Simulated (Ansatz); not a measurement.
System: solid bromine. Method: r²SCAN+SOC in Ansatz (plane waves, PAW).

Settings: plane-wave cutoff 560 eV, 10×10×4 k mesh (along the axes of the cell as run), Fermi–Dirac smearing 0.01 eV, PAW data made under PBE.

Cell (measured lattice):

```
CELL_PARAMETERS angstrom
      3.37150     2.33425     0.00000
     -3.37150     2.33425     0.00000
      0.00000     0.00000     8.70020
ATOMIC_POSITIONS crystal
  Br 0.87480 0.87480 0.88275
  Br 0.62520 0.62520 0.38275
  Br 0.37480 0.37480 0.61725
  Br 0.12520 0.12520 0.11725
```

What does this level give for the band gap?


* **band gap**: 1.78 eV (direct)

Note: cell and atoms aren't relaxed at this level (largest force component 0.16 eV/Å, pressure -0.5 GPa).

Computed values are for the static lattice.

It cost very roughly 9 core-minutes of CPU time.

Ansatz is a program for electronic structure.
